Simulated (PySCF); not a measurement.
H3Si, SMILES [SiH3], multiplicity 2.

Coordinates come from a B3LYP-D3(BJ)/def2-TZVPD optimisation. The isomer is the one that the SMILES or the coordinates give; other isomers of the formula were not compared.

Calculation: ωB97X/def2-TZVPD (PySCF).

Gas-phase values at a fixed geometry.

```
Quantity                                                                                                         Value
---------------------------------------------------------------------------------------------  -----------------------
total energy                                                                                        -291.22731 hartree
point group                                                                                                        C3v
α spin, highest occupied and lowest empty level                                                      -8.56 and 2.00 eV
β spin, highest occupied and lowest empty level                                                    -12.40 and -1.15 eV
dipole moment                                                                                                   0.01 D
quadrupole, principal values (traceless, Buckingham form, about the centre of nuclear charge)    -0.39, 0.19, 0.19 D·Å
mean static polarisability                                                                        34.0 bohr³ (5.05 Å³)
polarisability, principal values                                                                33.1, 34.5, 34.5 bohr³
⟨S²⟩                                                                                           0.752 (pure state 0.75)
```
